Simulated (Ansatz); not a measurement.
# BClHS− (SMILES [S-]BCl): single points off equilibrium

The task here is to estimate one member of a computed series from the others.

The runs use Ansatz 0.2.0, Gaussian basis; single points in def2-TZVPPD.

Cores are frozen in the correlated methods.

**Starting geometry**

4 atoms, charge -1, spin multiplicity 1.

Atoms are counted from 1 here; the program's logs count them from 0.

Bond lengths: S1–B2 1.755 Å, B2–Cl3 1.881 Å, B2–H4 1.262 Å. Angles: S1–B2–Cl3 125.4°, S1–B2–H4 124.5°, Cl3–B2–H4 110.1°.

Geometry (Å):

```
S    -1.6446   -0.6869    0.0132
B    -0.0734    0.0913   -0.0685
Cl    1.4995   -0.5423    0.7461
H     0.1671    1.1491   -0.7135
```

The first run:

run/in.yaml

```yaml
crystal:
  periodic: [false, false, false]
  atoms:
    - {symbol: S, position_ang: [-1.644600, -0.686900, 0.013200]}
    - {symbol: B, position_ang: [-0.073400, 0.091300, -0.068500]}
    - {symbol: Cl, position_ang: [1.499500, -0.542300, 0.746100]}
    - {symbol: H, position_ang: [0.167100, 1.149100, -0.713500]}
basis:
  gaussian: {orbitals: "def2-TZVPPD.json"}
total_charge: -1
correlation: {method: ccsd_t}
output: {forces: true}
```

The basis file named in the input lies beside it (Basis Set Exchange, JSON).

The command line of these runs was not kept.

Steps of the session up to this table: CCSD(T)/def2-TZVPPD; PBE0-D4/def2-TZVPPD; wB97M-V/def2-TZVPPD; r2SCAN-D4/def2-TZVPPD; PBE-D4/def2-TZVPPD; SPW92/def2-TZVPPD; wB97X-V/def2-TZVPPD.

One of the session's tables, all rows but one given; the rest of the session is left out.

```
   method  RMS force component (eV/Å)  angle to CCSD(T) forces (°)
  CCSD(T)                       0.509                    reference
  PBE0-D4                           ?                            ?
  wB97M-V                       0.593                          8.5
r2SCAN-D4                       0.531                          7.9
   PBE-D4                       0.442                          6.4
    SPW92                       0.530                         23.9
  wB97X-V                       0.561                         11.4
```

Q: Estimate the row for PBE0-D4 from the others.

**Answer.** RMS force component (eV/Å): 0.549; angle to CCSD(T) forces (°): 11.9. In the column «RMS force component (eV/Å)» it lies between r2SCAN-D4 (0.531) and wB97X-V (0.561).
